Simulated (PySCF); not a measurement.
C3H6Cl2.
Bonds: C1–C2, C2–C3, C2–Cl4, C2–Cl5. Hydrogens: H6, H7, H8 on C1; H9, H10, H11 on C3.

The same species was optimised twice, with GFN2-xTB and with PBE0-D3(BJ)/def2-SVP (PySCF), and the same property calculations (PySCF, gas phase) were run on both structures.

| coordinate | GFN2-xTB | PBE0-D3(BJ)/def2-SVP | change |
| --- | --- | --- | --- |
| C1–H8 (Å) | 1.088 | 1.100 | +0.012 |
| C3–H11 (Å) | 1.088 | 1.100 | +0.012 |
| C3–H9 (Å) | 1.088 | 1.100 | +0.012 |
| C1–H6 (Å) | 1.088 | 1.100 | +0.012 |
| C1–H7 (Å) | 1.087 | 1.098 | +0.011 |
| C3–H10 (Å) | 1.087 | 1.098 | +0.011 |
| C2–Cl5 (Å) | 1.795 | 1.802 | +0.007 |
| C2–Cl4 (Å) | 1.795 | 1.801 | +0.006 |
| C2–C3 (Å) | 1.515 | 1.513 | -0.002 |
| C1–C2 (Å) | 1.515 | 1.513 | -0.002 |
| Cl4–C2–Cl5 (°) | 107.3 | 108.3 | +1.0 |
| C1–C2–C3 (°) | 113.6 | 114.0 | +0.4 |
| C1–C2–Cl5 (°) | 109.0 | 108.6 | -0.4 |
| C3–C2–Cl5 (°) | 109.0 | 108.6 | -0.4 |
| C1–C2–Cl4 (°) | 108.9 | 108.6 | -0.3 |
| C3–C2–Cl4 (°) | 108.9 | 108.6 | -0.3 |
| C2–C3–H10 (°) | 110.7 | 110.4 | -0.3 |
| C2–C1–H7 (°) | 110.7 | 110.5 | -0.2 |

Rotational constants: A = 3658, B = 2480, C = 2171 MHz (GFN2-xTB) against A = 3684, B = 2440, C = 2153 MHz (PBE0-D3(BJ)/def2-SVP). Point groups within 0.08 Å: C2v and C2v.

On the GFN2-xTB structure: HOMO (eV) -8.46 [PBE0/pcSseg-1]; LUMO (eV) 0.17 [PBE0/pcSseg-1]; dipole (D) 2.45 [PBE0/pcSseg-1]; GIAO shielding of C1/C3 (mean) (ppm) 145.5 [PBE0/pcSseg-1]; GIAO shielding of C2 (ppm) 87.7 [PBE0/pcSseg-1]; GIAO shielding of Cl4/Cl5 (mean) (ppm) 582.6 [PBE0/pcSseg-1].

Problem. What do these properties become on the PBE0-D3(BJ)/def2-SVP structure?

Solution. 
| property | level | on GFN2-xTB | on PBE0-D3(BJ)/def2-SVP | change |
| --- | --- | --- | --- | --- |
| HOMO (eV) | PBE0/pcSseg-1 | -8.46 | -8.50 | -0.04 |
| LUMO (eV) | PBE0/pcSseg-1 | 0.17 | 0.07 | -0.10 |
| dipole (D) | PBE0/pcSseg-1 | 2.45 | 2.43 | -0.02 |
| energy, GFN2-xTB geometry as zero (kcal/mol) | PBE0/pcSseg-1 | 0.0 | -0.2 | -0.2 |
| GIAO shielding of C1/C3 (mean) (ppm) | PBE0/pcSseg-1 | 145.5 | 143.4 | -2.1 |
| GIAO shielding of C2 (ppm) | PBE0/pcSseg-1 | 87.7 | 85.2 | -2.5 |
| GIAO shielding of Cl4/Cl5 (mean) (ppm) | PBE0/pcSseg-1 | 582.6 | 576.8 | -5.8 |

The heavy atoms differ by 0.012 Å rms after alignment. Among all bonds C1–H6, C1–H7, C1–H8, C3–H9, C3–H10 and C3–H11 change most and about equally (+0.011 to +0.012 Å). Changes are differences of the printed values. Neither structure is proved a minimum here.
